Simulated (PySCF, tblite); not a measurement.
# CH3Cl: bond homolysis, part 2 of 2

tblite 0.8.0 and PySCF 2.14.0. Atoms count from 0. The steps go on from the part before.

## Step 15: Single point (CH₂Cl radical): wavefunction

Geometry: PBE0-D3(BJ)/def2-SVP.

The job: settings as JSON, then the geometry in Å.

```
{"job": {"kind": "sp", "xc": "CCSD(T)", "basis": "ma-def2-TZVP", "grid": 2}, "charge": 0, "multiplicity": 2}
C     -0.045857     0.178557     0.212179
Cl     1.626312     0.066987    -0.044024
H     -0.511071    -0.543569     0.882651
H     -0.590810     0.975091    -0.293760
```

With the program's defaults for keys left out, this is: wavefunction single point, frozen core, gas phase.

The program printed:

```text
final grid: 33704 points
cycle   1  E = -498.4611840098  dE =  8.346e-02  |g| = 2.446e-01  |ddm| = 9.717e-01
cycle   2  E = -498.4962097004  dE = -3.503e-02  |g| = 1.365e-01  |ddm| = 2.701e-01
cycle   3  E = -498.5059768764  dE = -9.767e-03  |g| = 3.422e-02  |ddm| = 8.703e-02
cycle   4  E = -498.5077405796  dE = -1.764e-03  |g| = 1.321e-02  |ddm| = 5.708e-02
cycle   5  E = -498.5080604511  dE = -3.199e-04  |g| = 6.768e-03  |ddm| = 2.274e-02
cycle   6  E = -498.5081627646  dE = -1.023e-04  |g| = 2.623e-03  |ddm| = 1.560e-02
cycle   7  E = -498.5081784259  dE = -1.566e-05  |g| = 8.593e-04  |ddm| = 6.791e-03
cycle   8  E = -498.5081799311  dE = -1.505e-06  |g| = 3.056e-04  |ddm| = 2.212e-03
cycle   9  E = -498.5081801151  dE = -1.840e-07  |g| = 1.322e-04  |ddm| = 7.140e-04
cycle  10  E = -498.5081801544  dE = -3.936e-08  |g| = 4.962e-05  |ddm| = 3.208e-04
cycle  11  E = -498.5081801603  dE = -5.804e-09  |g| = 1.564e-05  |ddm| = 1.360e-04
converged SCF energy = -498.5081801603
E(HF, exact integrals) = -498.5082252317
E(MP2) = -498.8369674531
E(CCSD) = -498.8701533512
E(CCSD(T)) = -498.8844514018
T1 diagnostic = 0.0226
```

It took 25 s on 1 thread of Intel Xeon 6975P-C, shared host; peak memory 2.2 GiB.

## Step 16: Single point (CH3 radical): wavefunction

Geometry: PBE0-D3(BJ)/def2-SVP.

The job: settings as JSON, then the geometry in Å.

```
{"job": {"kind": "sp", "xc": "CCSD(T)", "basis": "ma-def2-TZVP", "grid": 2}, "charge": 0, "multiplicity": 2}
C     -0.399027    -0.022799    -0.029099
H     -0.346435    -0.680170    -0.897494
H     -0.383799    -0.445110     0.976086
H     -0.465526     1.056931    -0.166014
```

Method: wavefunction single point, frozen core, gas phase.

The program printed:

```text
final grid: 27328 points
cycle   1  E = -39.5583731865  dE = -2.549e-01  |g| = 1.449e-01  |ddm| = 7.795e-01
cycle   2  E = -39.5744593470  dE = -1.609e-02  |g| = 5.387e-02  |ddm| = 1.185e-01
cycle   3  E = -39.5764575171  dE = -1.998e-03  |g| = 1.952e-02  |ddm| = 4.220e-02
cycle   4  E = -39.5769620886  dE = -5.046e-04  |g| = 8.681e-03  |ddm| = 2.324e-02
cycle   5  E = -39.5771243401  dE = -1.623e-04  |g| = 2.939e-03  |ddm| = 1.838e-02
cycle   6  E = -39.5771438714  dE = -1.953e-05  |g| = 6.798e-04  |ddm| = 7.466e-03
cycle   7  E = -39.5771448166  dE = -9.452e-07  |g| = 1.740e-04  |ddm| = 1.534e-03
cycle   8  E = -39.5771448761  dE = -5.951e-08  |g| = 2.626e-05  |ddm| = 4.520e-04
cycle   9  E = -39.5771448771  dE = -9.932e-10  |g| = 5.555e-06  |ddm| = 5.063e-05
converged SCF energy = -39.5771448771
E(HF, exact integrals) = -39.5771406253
E(MP2) = -39.7274433034
E(CCSD) = -39.7493456811
E(CCSD(T)) = -39.7537265302
T1 diagnostic = 0.0129
```

It took 1.8 s on 1 thread of Intel Xeon 6975P-C, shared host; peak memory 0.61 GiB.

## Step 17: Single point (Cl radical): wavefunction

Geometry: atom.

The job: settings as JSON, then the geometry in Å.

```
{"job": {"kind": "sp", "xc": "CCSD(T)", "basis": "ma-def2-TZVP", "grid": 2}, "charge": 0, "multiplicity": 2}
Cl     0.000000     0.000000     0.000000
```

With the program's defaults for keys left out, this is: wavefunction single point, frozen core, gas phase.

The program printed:

```text
final grid: 11752 points
cycle   1  E = -459.4677274993  dE = -2.092e-01  |g| = 1.199e-01  |ddm| = 5.076e-01
cycle   2  E = -459.4759051866  dE = -8.178e-03  |g| = 4.094e-02  |ddm| = 8.305e-02
cycle   3  E = -459.4769297197  dE = -1.025e-03  |g| = 1.392e-02  |ddm| = 3.900e-02
cycle   4  E = -459.4770638514  dE = -1.341e-04  |g| = 2.569e-03  |ddm| = 1.263e-02
cycle   5  E = -459.4770695735  dE = -5.722e-06  |g| = 3.861e-04  |ddm| = 3.375e-03
cycle   6  E = -459.4770697177  dE = -1.442e-07  |g| = 9.146e-05  |ddm| = 6.279e-04
cycle   7  E = -459.4770697271  dE = -9.344e-09  |g| = 1.547e-05  |ddm| = 1.936e-04
converged SCF energy = -459.4770697271
E(HF, exact integrals) = -459.4770653578
E(MP2) = -459.6327511913
E(CCSD) = -459.6569135129
E(CCSD(T)) = -459.6626529103
T1 diagnostic = 0.0102
```

It took 0.5 s on 1 thread of Intel Xeon 6975P-C, shared host.

## Step 18: Bond homolysis: CCSD(T)/ma-def2-TZVP

This step combines the energies above: geometries from PBE0-D3(BJ)/def2-SVP, zero-point and thermal terms from PBE0-D3(BJ)/def2-SVP.

The job: settings as JSON, then the geometry in Å.

```
{"job": {"kind": "bd", "cap": 8, "geom": {"xc": "PBE0", "basis": "def2-SVP", "d3": "d3bj", "grid": 1}, "hess": 1, "level": {"xc": "CCSD(T)", "basis": "ma-def2-TZVP"}}, "charge": 0, "multiplicity": 1}
C     -0.135067    -0.007836    -0.010637
Cl     1.635993     0.107458     0.036092
H     -0.431346    -0.657895    -0.843278
H     -0.492714    -0.430156     0.936672
H     -0.556491     0.995002    -0.153420
```

Output (the driver's rows laid out field by field):

```text
homolysis bond by bond, CCSD(T)/ma-def2-TZVP // PBE0-D3(BJ)/def2-SVP

row 1
  atoms                   0 2
  elements                C H
  length                  1.0971
  fragments               formula CH2Cl, charge 0, multiplicity 2, smiles [CH2]Cl, kept yes, pieces 1, point_group C2v, largest_spin C 1.093; formula H, charge 0, multiplicity 2, smiles [H], kept yes, pieces 1
  electronic              435.46
  zero_kelvin             395.96
  enthalpy                403.53
  free_energy             365.04

row 2
  atoms                   0 1
  elements                C Cl
  length                  1.7754
  fragments               formula CH3, charge 0, multiplicity 2, smiles [CH3], kept yes, pieces 1, point_group D3h, largest_spin C 1.16; formula Cl, charge 0, multiplicity 2, smiles [Cl], kept yes, pieces 1
  electronic              351.14
  zero_kelvin             329.74
  enthalpy                336.16
  free_energy             297.55
```

Run time: 34 s. Hardware: 1 thread of Intel Xeon 6975P-C, shared host.

Some single points behind these values are not shown above.

Dissociation energies (kJ/mol, gas phase, 298 K for the thermal columns):

```csv
bond,fragments,electronic,enthalpy,free energy
C0–H2,[CH2]Cl + [H],435.5,403.5,365.0
C0–Cl1,[CH3] + [Cl],351.1,336.2,297.6
```

## Step 19: Single point (CH3Cl): wavefunction

Geometry: PBE0-D3(BJ)/def2-SVP.

The job: settings as JSON, then the geometry in Å.

```
{"job": {"kind": "sp", "xc": "MP2", "basis": "ma-def2-TZVP", "grid": 2}, "charge": 0, "multiplicity": 1}
C     -0.135067    -0.007836    -0.010637
Cl     1.635993     0.107458     0.036092
H     -0.431346    -0.657895    -0.843278
H     -0.492714    -0.430156     0.936672
H     -0.556491     0.995002    -0.153420
```

Method: wavefunction single point, frozen core, gas phase.

The program printed:

```text
final grid: 39072 points
cycle   1  E = -499.1038621201  dE =  3.793e-02  |g| = 3.298e-01  |ddm| = 1.307e+00
cycle   2  E = -499.1315782286  dE = -2.772e-02  |g| = 1.848e-01  |ddm| = 3.368e-01
cycle   3  E = -499.1393444952  dE = -7.766e-03  |g| = 2.770e-02  |ddm| = 1.073e-01
cycle   4  E = -499.1397670089  dE = -4.225e-04  |g| = 6.346e-03  |ddm| = 3.758e-02
cycle   5  E = -499.1397973374  dE = -3.033e-05  |g| = 2.016e-03  |ddm| = 1.116e-02
cycle   6  E = -499.1398006090  dE = -3.272e-06  |g| = 5.785e-04  |ddm| = 4.120e-03
cycle   7  E = -499.1398008066  dE = -1.976e-07  |g| = 1.768e-04  |ddm| = 8.736e-04
cycle   8  E = -499.1398008253  dE = -1.874e-08  |g| = 2.717e-05  |ddm| = 3.227e-04
cycle   9  E = -499.1398008258  dE = -4.974e-10  |g| = 4.019e-06  |ddm| = 5.046e-05
converged SCF energy = -499.1398008258
E(HF, exact integrals) = -499.1398356777
E(MP2) = -499.5021645098
```

It took 0.8 s on 1 thread of Intel Xeon 6975P-C, shared host.

## Step 20: Single point (CH2Cl radical): wavefunction

Geometry: PBE0-D3(BJ)/def2-SVP.

The job: settings as JSON, then the geometry in Å.

```
{"job": {"kind": "sp", "xc": "MP2", "basis": "ma-def2-TZVP", "grid": 2}, "charge": 0, "multiplicity": 2}
C     -0.045857     0.178557     0.212179
Cl     1.626312     0.066987    -0.044024
H     -0.511071    -0.543569     0.882651
H     -0.590810     0.975091    -0.293760
```

Level: wavefunction single point, frozen core, gas phase.

The program printed:

```text
final grid: 33704 points
cycle   1  E = -498.4611840098  dE =  8.346e-02  |g| = 2.446e-01  |ddm| = 9.717e-01
cycle   2  E = -498.4962097004  dE = -3.503e-02  |g| = 1.365e-01  |ddm| = 2.701e-01
cycle   3  E = -498.5059768764  dE = -9.767e-03  |g| = 3.422e-02  |ddm| = 8.703e-02
cycle   4  E = -498.5077405796  dE = -1.764e-03  |g| = 1.321e-02  |ddm| = 5.708e-02
cycle   5  E = -498.5080604511  dE = -3.199e-04  |g| = 6.768e-03  |ddm| = 2.274e-02
cycle   6  E = -498.5081627646  dE = -1.023e-04  |g| = 2.623e-03  |ddm| = 1.560e-02
cycle   7  E = -498.5081784259  dE = -1.566e-05  |g| = 8.593e-04  |ddm| = 6.791e-03
cycle   8  E = -498.5081799311  dE = -1.505e-06  |g| = 3.056e-04  |ddm| = 2.212e-03
cycle   9  E = -498.5081801151  dE = -1.840e-07  |g| = 1.322e-04  |ddm| = 7.140e-04
cycle  10  E = -498.5081801544  dE = -3.936e-08  |g| = 4.962e-05  |ddm| = 3.208e-04
cycle  11  E = -498.5081801603  dE = -5.804e-09  |g| = 1.564e-05  |ddm| = 1.360e-04
converged SCF energy = -498.5081801603
E(HF, exact integrals) = -498.5082252317
E(MP2) = -498.8369675056
```

Wall time 1 s (1 thread of Intel Xeon 6975P-C, shared host).

## Step 21: Single point (CH₃ radical): wavefunction

Geometry: PBE0-D3(BJ)/def2-SVP.

The job: settings as JSON, then the geometry in Å.

```
{"job": {"kind": "sp", "xc": "MP2", "basis": "ma-def2-TZVP", "grid": 2}, "charge": 0, "multiplicity": 2}
C     -0.399027    -0.022799    -0.029099
H     -0.346435    -0.680170    -0.897494
H     -0.383799    -0.445110     0.976086
H     -0.465526     1.056931    -0.166014
```

Method: wavefunction single point, frozen core, gas phase.

The program printed:

```text
final grid: 27328 points
cycle   1  E = -39.5583731865  dE = -2.549e-01  |g| = 1.449e-01  |ddm| = 7.795e-01
cycle   2  E = -39.5744593470  dE = -1.609e-02  |g| = 5.387e-02  |ddm| = 1.185e-01
cycle   3  E = -39.5764575171  dE = -1.998e-03  |g| = 1.952e-02  |ddm| = 4.220e-02
cycle   4  E = -39.5769620886  dE = -5.046e-04  |g| = 8.681e-03  |ddm| = 2.324e-02
cycle   5  E = -39.5771243401  dE = -1.623e-04  |g| = 2.939e-03  |ddm| = 1.838e-02
cycle   6  E = -39.5771438714  dE = -1.953e-05  |g| = 6.798e-04  |ddm| = 7.466e-03
cycle   7  E = -39.5771448166  dE = -9.452e-07  |g| = 1.740e-04  |ddm| = 1.534e-03
cycle   8  E = -39.5771448761  dE = -5.951e-08  |g| = 2.626e-05  |ddm| = 4.520e-04
cycle   9  E = -39.5771448771  dE = -9.932e-10  |g| = 5.555e-06  |ddm| = 5.063e-05
converged SCF energy = -39.5771448771
E(HF, exact integrals) = -39.5771406253
E(MP2) = -39.7274432850
```

Wall time 0.18 s (1 thread of Intel Xeon 6975P-C, shared host).

## Step 22: Single point (Cl radical): wavefunction

Geometry: atom.

The job: settings as JSON, then the geometry in Å.

```
{"job": {"kind": "sp", "xc": "MP2", "basis": "ma-def2-TZVP", "grid": 2}, "charge": 0, "multiplicity": 2}
Cl     0.000000     0.000000     0.000000
```

Level: wavefunction single point, frozen core, gas phase.

The program printed:

```text
final grid: 11752 points
cycle   1  E = -459.4677274993  dE = -2.092e-01  |g| = 1.199e-01  |ddm| = 5.076e-01
cycle   2  E = -459.4759051866  dE = -8.178e-03  |g| = 4.094e-02  |ddm| = 8.305e-02
cycle   3  E = -459.4769297197  dE = -1.025e-03  |g| = 1.392e-02  |ddm| = 3.900e-02
cycle   4  E = -459.4770638514  dE = -1.341e-04  |g| = 2.569e-03  |ddm| = 1.263e-02
cycle   5  E = -459.4770695735  dE = -5.722e-06  |g| = 3.861e-04  |ddm| = 3.375e-03
cycle   6  E = -459.4770697177  dE = -1.442e-07  |g| = 9.146e-05  |ddm| = 6.279e-04
cycle   7  E = -459.4770697271  dE = -9.344e-09  |g| = 1.547e-05  |ddm| = 1.936e-04
converged SCF energy = -459.4770697271
E(HF, exact integrals) = -459.4770653578
E(MP2) = -459.6327511963
```

Wall time 0.09 s (1 thread of Intel Xeon 6975P-C, shared host).

## Step 23: Bond homolysis: MP2/ma-def2-TZVP

This step combines the energies above: geometries from PBE0-D3(BJ)/def2-SVP, zero-point and thermal terms from PBE0-D3(BJ)/def2-SVP.

The job: settings as JSON, then the geometry in Å.

```
{"job": {"kind": "bd", "cap": 8, "geom": {"xc": "PBE0", "basis": "def2-SVP", "d3": "d3bj", "grid": 1}, "hess": 1, "level": {"xc": "MP2", "basis": "ma-def2-TZVP"}}, "charge": 0, "multiplicity": 1}
C     -0.135067    -0.007836    -0.010637
Cl     1.635993     0.107458     0.036092
H     -0.431346    -0.657895    -0.843278
H     -0.492714    -0.430156     0.936672
H     -0.556491     0.995002    -0.153420
```

Output (the driver's rows laid out field by field):

```text
homolysis bond by bond, MP2/ma-def2-TZVP // PBE0-D3(BJ)/def2-SVP

row 1
  atoms                   0 2
  elements                C H
  length                  1.0971
  fragments               formula CH2Cl, charge 0, multiplicity 2, smiles [CH2]Cl, kept yes, pieces 1, point_group C2v, largest_spin C 1.093; formula H, charge 0, multiplicity 2, smiles [H], kept yes, pieces 1
  electronic              434.22
  zero_kelvin             394.72
  enthalpy                402.29
  free_energy             363.8

row 2
  atoms                   0 1
  elements                C Cl
  length                  1.7754
  fragments               formula CH3, charge 0, multiplicity 2, smiles [CH3], kept yes, pieces 1, point_group D3h, largest_spin C 1.16; formula Cl, charge 0, multiplicity 2, smiles [Cl], kept yes, pieces 1
  electronic              372.74
  zero_kelvin             351.35
  enthalpy                357.77
  free_energy             319.16
```

It took 2.3 s on 1 thread of Intel Xeon 6975P-C, shared host.

Some single points behind these values are not shown above.

Dissociation energies (kJ/mol, gas phase, 298 K for the thermal columns):

```csv
bond,fragments,electronic,enthalpy,free energy
C0–H2,[CH2]Cl + [H],434.2,402.3,363.8
C0–Cl1,[CH3] + [Cl],372.7,357.8,319.2
```

## Step 24: Single point (CH₃Cl): HF/ma-def2-TZVP

Geometry: PBE0-D3(BJ)/def2-SVP.

The job: settings as JSON, then the geometry in Å.

```
{"job": {"kind": "sp", "xc": "HF", "basis": "ma-def2-TZVP", "grid": 2}, "charge": 0, "multiplicity": 1}
C     -0.135067    -0.007836    -0.010637
Cl     1.635993     0.107458     0.036092
H     -0.431346    -0.657895    -0.843278
H     -0.492714    -0.430156     0.936672
H     -0.556491     0.995002    -0.153420
```

The program printed:

```text
final grid: 39072 points
cycle   1  E = -499.1038621201  dE =  3.793e-02  |g| = 3.298e-01  |ddm| = 1.307e+00
cycle   2  E = -499.1315782286  dE = -2.772e-02  |g| = 1.848e-01  |ddm| = 3.368e-01
cycle   3  E = -499.1393444952  dE = -7.766e-03  |g| = 2.770e-02  |ddm| = 1.073e-01
cycle   4  E = -499.1397670089  dE = -4.225e-04  |g| = 6.346e-03  |ddm| = 3.758e-02
cycle   5  E = -499.1397973374  dE = -3.033e-05  |g| = 2.016e-03  |ddm| = 1.116e-02
cycle   6  E = -499.1398006090  dE = -3.272e-06  |g| = 5.785e-04  |ddm| = 4.120e-03
cycle   7  E = -499.1398008066  dE = -1.976e-07  |g| = 1.768e-04  |ddm| = 8.736e-04
cycle   8  E = -499.1398008253  dE = -1.874e-08  |g| = 2.717e-05  |ddm| = 3.227e-04
cycle   9  E = -499.1398008258  dE = -4.974e-10  |g| = 4.019e-06  |ddm| = 5.046e-05
converged SCF energy = -499.1398008258
```

Run time: 0.2 s. Hardware: 1 thread of Intel Xeon 6975P-C, shared host.

## Step 25: Single point (CH₂Cl radical): HF/ma-def2-TZVP

Geometry: PBE0-D3(BJ)/def2-SVP.

The job: settings as JSON, then the geometry in Å.

```
{"job": {"kind": "sp", "xc": "HF", "basis": "ma-def2-TZVP", "grid": 2}, "charge": 0, "multiplicity": 2}
C     -0.045857     0.178557     0.212179
Cl     1.626312     0.066987    -0.044024
H     -0.511071    -0.543569     0.882651
H     -0.590810     0.975091    -0.293760
```

The program printed:

```text
final grid: 33704 points
cycle   1  E = -498.4611840098  dE =  8.346e-02  |g| = 2.446e-01  |ddm| = 9.717e-01
cycle   2  E = -498.4962097004  dE = -3.503e-02  |g| = 1.365e-01  |ddm| = 2.701e-01
cycle   3  E = -498.5059768764  dE = -9.767e-03  |g| = 3.422e-02  |ddm| = 8.703e-02
cycle   4  E = -498.5077405796  dE = -1.764e-03  |g| = 1.321e-02  |ddm| = 5.708e-02
cycle   5  E = -498.5080604511  dE = -3.199e-04  |g| = 6.768e-03  |ddm| = 2.274e-02
cycle   6  E = -498.5081627646  dE = -1.023e-04  |g| = 2.623e-03  |ddm| = 1.560e-02
cycle   7  E = -498.5081784259  dE = -1.566e-05  |g| = 8.593e-04  |ddm| = 6.791e-03
cycle   8  E = -498.5081799311  dE = -1.505e-06  |g| = 3.056e-04  |ddm| = 2.212e-03
cycle   9  E = -498.5081801151  dE = -1.840e-07  |g| = 1.322e-04  |ddm| = 7.140e-04
cycle  10  E = -498.5081801544  dE = -3.936e-08  |g| = 4.962e-05  |ddm| = 3.208e-04
cycle  11  E = -498.5081801603  dE = -5.804e-09  |g| = 1.564e-05  |ddm| = 1.360e-04
converged SCF energy = -498.5081801603
```

Run time: 0.32 s. Hardware: 1 thread of Intel Xeon 6975P-C, shared host.

## Step 26: Single point (CH₃ radical): HF/ma-def2-TZVP

Geometry: PBE0-D3(BJ)/def2-SVP.

The job: settings as JSON, then the geometry in Å.

```
{"job": {"kind": "sp", "xc": "HF", "basis": "ma-def2-TZVP", "grid": 2}, "charge": 0, "multiplicity": 2}
C     -0.399027    -0.022799    -0.029099
H     -0.346435    -0.680170    -0.897494
H     -0.383799    -0.445110     0.976086
H     -0.465526     1.056931    -0.166014
```

The program printed:

```text
final grid: 27328 points
cycle   1  E = -39.5583731865  dE = -2.549e-01  |g| = 1.449e-01  |ddm| = 7.795e-01
cycle   2  E = -39.5744593470  dE = -1.609e-02  |g| = 5.387e-02  |ddm| = 1.185e-01
cycle   3  E = -39.5764575171  dE = -1.998e-03  |g| = 1.952e-02  |ddm| = 4.220e-02
cycle   4  E = -39.5769620886  dE = -5.046e-04  |g| = 8.681e-03  |ddm| = 2.324e-02
cycle   5  E = -39.5771243401  dE = -1.623e-04  |g| = 2.939e-03  |ddm| = 1.838e-02
cycle   6  E = -39.5771438714  dE = -1.953e-05  |g| = 6.798e-04  |ddm| = 7.466e-03
cycle   7  E = -39.5771448166  dE = -9.452e-07  |g| = 1.740e-04  |ddm| = 1.534e-03
cycle   8  E = -39.5771448761  dE = -5.951e-08  |g| = 2.626e-05  |ddm| = 4.520e-04
cycle   9  E = -39.5771448771  dE = -9.932e-10  |g| = 5.555e-06  |ddm| = 5.063e-05
converged SCF energy = -39.5771448771
```

Run time: 0.08 s. Hardware: 1 thread of Intel Xeon 6975P-C, shared host.

## Step 27: Single point (Cl radical): HF/ma-def2-TZVP

Geometry: atom.

The job: settings as JSON, then the geometry in Å.

```
{"job": {"kind": "sp", "xc": "HF", "basis": "ma-def2-TZVP", "grid": 2}, "charge": 0, "multiplicity": 2}
Cl     0.000000     0.000000     0.000000
```

The program printed:

```text
final grid: 11752 points
cycle   1  E = -459.4677274993  dE = -2.092e-01  |g| = 1.199e-01  |ddm| = 5.076e-01
cycle   2  E = -459.4759051866  dE = -8.178e-03  |g| = 4.094e-02  |ddm| = 8.305e-02
cycle   3  E = -459.4769297197  dE = -1.025e-03  |g| = 1.392e-02  |ddm| = 3.900e-02
cycle   4  E = -459.4770638514  dE = -1.341e-04  |g| = 2.569e-03  |ddm| = 1.263e-02
cycle   5  E = -459.4770695735  dE = -5.722e-06  |g| = 3.861e-04  |ddm| = 3.375e-03
cycle   6  E = -459.4770697177  dE = -1.442e-07  |g| = 9.146e-05  |ddm| = 6.279e-04
cycle   7  E = -459.4770697271  dE = -9.344e-09  |g| = 1.547e-05  |ddm| = 1.936e-04
converged SCF energy = -459.4770697271
```

It took 0.05 s on 1 thread of Intel Xeon 6975P-C, shared host.

## Step 28: Bond homolysis: HF/ma-def2-TZVP

This step combines the energies above: geometries from PBE0-D3(BJ)/def2-SVP, zero-point and thermal terms from PBE0-D3(BJ)/def2-SVP.

The job: settings as JSON, then the geometry in Å.

```
{"job": {"kind": "bd", "cap": 8, "geom": {"xc": "PBE0", "basis": "def2-SVP", "d3": "d3bj", "grid": 1}, "hess": 1, "level": {"xc": "HF", "basis": "ma-def2-TZVP"}}, "charge": 0, "multiplicity": 1}
C     -0.135067    -0.007836    -0.010637
Cl     1.635993     0.107458     0.036092
H     -0.431346    -0.657895    -0.843278
H     -0.492714    -0.430156     0.936672
H     -0.556491     0.995002    -0.153420
```

Output (the driver's rows laid out field by field):

```text
homolysis bond by bond, HF/ma-def2-TZVP // PBE0-D3(BJ)/def2-SVP

row 1
  atoms                   0 2
  elements                C H
  length                  1.0971
  fragments               formula CH2Cl, charge 0, multiplicity 2, smiles [CH2]Cl, kept yes, pieces 1, point_group C2v, largest_spin C 1.093; formula H, charge 0, multiplicity 2, smiles [H], kept yes, pieces 1
  electronic              346.07
  zero_kelvin             306.56
  enthalpy                314.13
  free_energy             275.65

row 2
  atoms                   0 1
  elements                C Cl
  length                  1.7754
  fragments               formula CH3, charge 0, multiplicity 2, smiles [CH3], kept yes, pieces 1, point_group D3h, largest_spin C 1.16; formula Cl, charge 0, multiplicity 2, smiles [Cl], kept yes, pieces 1
  electronic              224.71
  zero_kelvin             203.31
  enthalpy                209.73
  free_energy             171.12
```

Wall time 0.87 s (1 thread of Intel Xeon 6975P-C, shared host).

Some single points behind these values are not shown above.

Dissociation energies (kJ/mol, gas phase, 298 K for the thermal columns):

```csv
bond,fragments,electronic,enthalpy,free energy
C0–H2,[CH2]Cl + [H],346.1,314.1,275.6
C0–Cl1,[CH3] + [Cl],224.7,209.7,171.1
```

## Step 29: What came out

What follows sums up all 2 parts.

| quantity | value |
| --- | --- |
| strongest single infrared mode (GFN2-xTB) | 713 cm⁻¹, 23 km/mol |
| zero-point energy (GFN2-xTB) | 22.9 kcal/mol |
| point group | C3v |
| rotational constants (main isotopes) | 155.56, 13.36, 13.36 GHz |
| surface potential, 1st and 99th percentile | -0.70 V and 1.13 V |
| bond enthalpy (ΔH), C0–H2 (M06-2X/def2-TZVP) | 412.9 kJ/mol |
| bond enthalpy (ΔH), C0–Cl1 (M06-2X/def2-TZVP) | 356.2 kJ/mol |
| bond enthalpy (ΔH), C0–H2 (CCSD(T)/ma-def2-TZVP) | 403.5 kJ/mol |
| bond enthalpy (ΔH), C0–Cl1 (CCSD(T)/ma-def2-TZVP) | 336.2 kJ/mol |
| bond enthalpy (ΔH), C0–H2 (MP2/ma-def2-TZVP) | 402.3 kJ/mol |
| bond enthalpy (ΔH), C0–Cl1 (MP2/ma-def2-TZVP) | 357.8 kJ/mol |
| bond enthalpy (ΔH), C0–H2 (HF/ma-def2-TZVP) | 314.1 kJ/mol |
| bond enthalpy (ΔH), C0–Cl1 (HF/ma-def2-TZVP) | 209.7 kJ/mol |

In words: No mode is imaginary among the 9: a minimum at this level. The strongest single mode, at 713 cm⁻¹, moves mainly C0. Unscaled tight-binding wavenumbers are off by several per cent, some by more. Its intensities can rank the bands wrongly. Over 2 steps the energy fell by 0.009 eV; of the close pairs, C0–H4 changed most, 1.086 to 1.097 Å (PBE0/def2-SVP). At M06-2X/def2-TZVP the bond enthalpy (ΔH) runs from 356.2 kJ/mol (C0–Cl1) to 412.9 kJ/mol (C0–H2). At CCSD(T)/ma-def2-TZVP the bond enthalpy (ΔH) runs from 336.2 kJ/mol (C0–Cl1) to 403.5 kJ/mol (C0–H2). At MP2/ma-def2-TZVP the bond enthalpy (ΔH) runs from 357.8 kJ/mol (C0–Cl1) to 402.3 kJ/mol (C0–H2). At HF/ma-def2-TZVP the bond enthalpy (ΔH) runs from 209.7 kJ/mol (C0–Cl1) to 314.1 kJ/mol (C0–H2). Hartree-Fock lacks correlation, so its bond and fragment energies are far off.
